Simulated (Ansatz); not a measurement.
Basis sets compared for tetramethylammonium chloride, `C[N+](C)(C)C.[Cl-]`. Total charge 0; singlet. Geometry PBE-D4/def2-SVP. Ansatz on 4 threads of Arm Neoverse V1 on a shared host; times are rough, and most runs start from earlier orbitals.

Cartesian coordinates in Å:
```
C -0.781 -0.169 -1.508
N -0.099 -0.021 -0.191
C -1.111 0.019 0.929
C 0.706 1.256 -0.151
C 0.837 -1.181 0.054
H -1.459 0.690 -1.664
H -0.021 -0.196 -2.310
H -1.363 -1.110 -1.512
H -1.685 -0.926 0.912
H -0.509 0.131 1.875
H -1.783 0.881 0.759
H 1.460 1.216 -0.959
H 0.016 2.105 -0.310
H 1.181 1.282 0.870
H 1.590 -1.197 -0.755
H 0.243 -2.114 0.045
H 1.302 -0.985 1.062
Cl 1.478 0.320 2.854
```

Binding counts from free atoms (C triplet, N quartet, H doublet, Cl doublet) in the same basis, without a counterpoise term.

| level | functions | energy (Eh) | HOMO (eV) | LUMO (eV) | binding per atom (eV) | wall time |
| --- | --- | --- | --- | --- | --- | --- |
| PBE-D4/def2-SVP | 148 | -673.7887 | -3.91 | -0.44 | 3.83 | 1.9 s |
| PBE-D4/def2-TZVP | 264 | -674.1875 | -4.44 | -0.86 | 3.81 | 3.2 s |
| PBE0-D4/def2-SVP | 148 | -673.8673 | -5.22 | 0.41 | 3.78 | 2.2 s |
| PBE0-D4/def2-TZVP | 264 | -674.2575 | -5.69 | -0.06 | 3.75 | 4.9 s |

**Question.** Estimate the rows for PBE-D4/def2-TZVPD, PBE0-D4/def2-TZVPD.

**Answer.** 
| level | functions | energy (Eh) | HOMO (eV) | LUMO (eV) | binding per atom (eV) | wall time |
| --- | --- | --- | --- | --- | --- | --- |
| PBE-D4/def2-TZVPD | 339 | -674.1918 | -4.63 | -1.25 | 3.81 | 6 s |
| PBE0-D4/def2-TZVPD | 339 | -674.2610 | -5.83 | -0.62 | 3.76 | 7.5 s |
